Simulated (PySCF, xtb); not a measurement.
hydrogen sulfide (H2S), SMILES S.

GFN2-xTB (xtb) at its own geometry gives an orbital gap of 5.21 eV and a dipole moment of 1.97 D.

Coordinates come from a PBE0-D3(BJ)/def2-TZVPD optimisation.

**Question.** What does r2SCAN/def2-TZVPD (PySCF) give? (The exact figures need the calculation; the answer reports its results.)

**Answer.** gap 6.35 eV (levels -6.55 and -0.20 eV), dipole 1.03 D.
